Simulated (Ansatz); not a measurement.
**Be2+ (doublet): from Hartree-Fock to the top rungs, def2-TZVPP**

The task here is to estimate one member of a computed series from the others.

Method: def2-TZVPP, core rule «outside noble gas», up to 2 orbitals frozen; program: Ansatz 0.2.0, Gaussian basis.

The runs, in order: UHF; ROHF; CCSD(T) on UHF.

## What is computed

The geometry is a PBE0/def2-TZVP stationary point (not a proven minimum).

2 atoms, charge 1, spin multiplicity 2.

Atoms are counted from 1 here; the program's logs count them from 0.

No contacts short enough for the rule that draws bonds.

The first run:

in.yaml

```yaml
crystal:
  periodic: [false, false, false]
  atoms:
    - {symbol: Be, position_ang: [0.000000, 0.000000, 0.000000]}
    - {symbol: Be, position_ang: [0.000000, 0.000000, 2.227000]}
basis:
  gaussian: {orbitals: def2-TZVPP}
total_charge: 1
magnetization: {spin_polarized: true, initial_magnetization: 1}
hamiltonian: {xc: hf}
output: {orbitals: {seedname: orbitals}}
```

Launch:

```
ansatz run in.yaml --threads 1 --pin off --events-out ev --progress --plain --max-ram 4096MiB --backend cpu
```

Among the steps run: UHF; ROHF; CCSD(T) on UHF.

One of the session's tables, all rows but one given; the rest of the session is left out.

```
  method  from UCCSD(T) (kJ/mol)
    ROHF                  +148.6
     UHF                       ?
    UMP2                   +54.1
   UCCSD                    +2.0
UCCSD(T)                       0
```

Estimate the missing values for UHF.

The run gave: from UCCSD(T) (kJ/mol): +117.2. In the column «from UCCSD(T) (kJ/mol)» it lies between UMP2 (+54.1) and ROHF (+148.6).
